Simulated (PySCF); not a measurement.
# diborane mono Me (CH₈B₂): geometry, NMR shifts, electronic excitations, spin-spin couplings and core binding energies

Aim: predict the NMR shifts, electronic excitations, spin-spin couplings and core binding energies of diborane mono Me (CH₈B₂).

Programs: PySCF 2.14.0, with density-fitted response routines of our own. Each step states its level of theory. These are calculated values for one molecule in the gas phase, unless marked as measured. Atoms count from 0, in the outputs and in this text.

### Step 1. Starting geometry

11 atoms, charge 0, multiplicity 1; geometry from: GFN2-xTB.

Bonds of the start (Å): B0–C1 1.60, B0–H2 1.18, B0–H3 1.33, B0–H7 1.33, C1–H8 1.09, C1–H9 1.09, C1–H10 1.09, H3–B4 1.30, B4–H5 1.17, B4–H6 1.17, B4–H7 1.30.

### Step 2. Relaxing the molecule at PBE0-D3(BJ)/def2-SVP

What the job is given:

```
{"job": {"xc": "PBE0", "basis": "def2-SVP", "d3": "d3bj", "grid": 1, "maxiter": 40, "kind": "geom"}, "charge": 0, "multiplicity": 1}
B     -0.376320     0.465420     0.016470
C     -0.993740    -0.833680     0.711750
H     -1.034450     1.440940    -0.006150
H      0.844690     0.745310     0.471880
B      1.282430     0.478710    -0.724670
H      1.708330     1.449990    -1.229470
H      1.960560    -0.480340    -0.717480
H      0.100300     0.204940    -1.198170
H     -1.915170    -1.143750     0.221340
H     -1.256090    -0.639390     1.750940
H     -0.320540    -1.688150     0.703570
```

**Question.** This job is followed by: GIAO PBE0/pcSseg-1 NMR shielding, non-relativistic, gas phase; TDDFT PBE0/def2-SVPD, vertical, gas phase, core orbitals frozen in the response; B3LYP/pcJ-1 indirect spin-spin coupling, non-relativistic, gas phase; GIAO B3LYP/pcSseg-1 NMR shielding, non-relativistic, gas phase; delta-SCF UKS SCAN, pcX-2 on the ionised atom (unc-x2c-TZVPall on a metal), pcseg-1 elsewhere, spin-free X2C. Predict these results of the whole session: point group; rotational constants (main isotopes); ¹³C shifts against TMS (PBE0/pcSseg-1); ¹H shifts against TMS (PBE0/pcSseg-1); ¹¹B shifts against BF3·OEt2 (PBE0/pcSseg-1); lowest singlet (PBE0/def2-SVPD); brightest single state of those computed; lowest triplet; largest coupling of the table (B3LYP/pcJ-1); B1s binding energies, SCAN/pcX-2; C1s binding energies, SCAN/pcX-2; range of the shift of B0.

As calculated:

| quantity | value |
| --- | --- |
| point group | Cs |
| rotational constants (main isotopes) | 32.14, 6.94, 6.20 GHz |
| ¹³C shifts against TMS (PBE0/pcSseg-1) | 5.0 ppm |
| ¹H shifts against TMS (PBE0/pcSseg-1) | 4.96, 4.24, 4.16, 0.75, 0.63, 0.62, -0.34, -0.35 ppm |
| ¹¹B shifts against BF3·OEt2 (PBE0/pcSseg-1) | 28.6, 10.0 ppm |
| lowest singlet (PBE0/def2-SVPD) | 6.67 eV (186 nm), f = 0.000 |
| brightest single state of those computed | state 5, 8.88 eV, f = 0.223 |
| lowest triplet | 6.18 eV |
| largest coupling of the table (B3LYP/pcJ-1) | ¹J(B,H) B4–H6, 142.9 Hz |
| B1s binding energies, SCAN/pcX-2 | B0 196.35, B4 195.99 eV |
| C1s binding energies, SCAN/pcX-2 | C1 290.32 eV |
| range of the shift of B0 | 28.6 to 29.5 ppm |

In words: Over 10 steps the energy fell by 0.112 eV; of the close pairs, B0–B4 changed most, 1.817 to 1.775 Å. The structure rearranged or came apart on optimisation; the results belong to the end geometry, not to the formula as drawn. Shifts at one fixed geometry are not the observed spectrum, which averages over the motion. At PBE0/pcSseg-1: The largest span, 85 ppm, is at B0, where the paramagnetic term is -123 ppm. The first singlet state (HOMO→LUMO 0.99) lies at 6.67 eV and is dark; of the 10 states computed, the strongest absorption comes from state 5 at 8.88 eV. The lowest triplet lies 0.49 eV below the lowest singlet (triplets in Tamm-Dancoff, singlets in full TDDFT). Of the pairs tabulated at B3LYP/pcJ-1, B4–H6 couples most strongly (142.9 Hz; Fermi contact 142.8 Hz). B0 binds its B1s electron 0.36 eV more tightly than B4. Across the 2 runs the shift of B0 moves most, between 28.6 (PBE0/pcSseg-1) and 29.5 ppm (B3LYP/pcSseg-1).
